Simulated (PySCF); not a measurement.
Compound: ethyl isopropyl sulfide, C₅H₁₂S.
Z-matrix (Å and degrees, PBE0-D3(BJ)/def2-SVP geometry), rows numbered from 1:
```
C 
C   1  1.5170
S   2  1.8140  1  114.99
C   3  1.8304  2  102.62  1    66.03
C   4  1.5190  3  112.50  2    63.67
C   4  1.5218  3  106.52  2  -173.03
H   1  1.1020  2  110.66  3   175.62
H   1  1.1007  2  111.73  3   -64.92
H   1  1.1001  2  110.83  3    55.31
H   2  1.1016  1  110.62  3  -116.68
H   2  1.1022  1  111.41  3   125.47
H   4  1.1031  3  107.39  2   -56.95
H   5  1.1010  4  110.52  3    59.72
H   5  1.1026  4  110.42  3   179.67
H   5  1.1003  4  112.08  3   -60.74
H   6  1.1012  4  110.29  3   178.46
H   6  1.1018  4  110.79  3   -62.14
H   6  1.0999  4  111.32  3    58.15
```

The closed-shell ground state was solved at several levels (PySCF, density fitting, gas phase, non-relativistic).

```json
{"level": "B97-2/pcSseg-1", "basis functions": "169", "total energy (Eh)": "-595.8675", "HOMO (eV)": "-6.02", "LUMO (eV)": "1.18", "gap (eV)": "7.20", "dipole (D)": "1.70"}
{"level": "CAM-B3LYP/def2-SVPD", "basis functions": "223", "total energy (Eh)": "-595.5836", "HOMO (eV)": "-7.60", "LUMO (eV)": "1.26", "gap (eV)": "8.86", "dipole (D)": "1.73"}
```

What might PBE0/pcSseg-1 (169 basis functions) give for the same quantities?

Total energy -595.5229 Eh, HOMO -6.26 eV, LUMO 1.19 eV, gap 7.45 eV, dipole 1.71 D.

Over all these levels, which gives the widest orbital gap and which the narrowest?

CAM-B3LYP/def2-SVPD (range-separated hybrid) has the widest, 8.86 eV, and B97-2/pcSseg-1 (global hybrid, 21 % exact exchange) the narrowest, 7.20 eV. Functional and basis both differ between the two, so the spread mixes both effects.

How far do the dipole and the HOMO energy spread over the levels?

The dipole runs from 1.70 to 1.73 D (mean 1.71 D) and the HOMO from -7.60 to -6.02 eV.

One conformer stands for the species.
